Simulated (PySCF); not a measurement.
hydrogen fluoride (FH), SMILES F.

Geometry: B3LYP-D3(BJ)/def2-TZVPD.

Computed with CAM-B3LYP/def2-TZVPD (PySCF).

Isolated molecule, no solvent.

Computed frontier levels, gap, dipole moment and polarisability:
| Item | Value |
|---|---|
| highest occupied level | -13.48 eV |
| lowest empty level | 0.85 eV |
| orbital gap | 14.32 eV |
| dipole moment | 1.84 D |
| quadrupole, principal values (traceless, Buckingham form, about the centre of nuclear charge) | -1.10, -1.10, 2.19 D·Å |
| mean static polarisability | 5.7 bohr³ (0.85 Å³) |
| polarisability, principal values | 5.3, 5.3, 6.5 bohr³ |
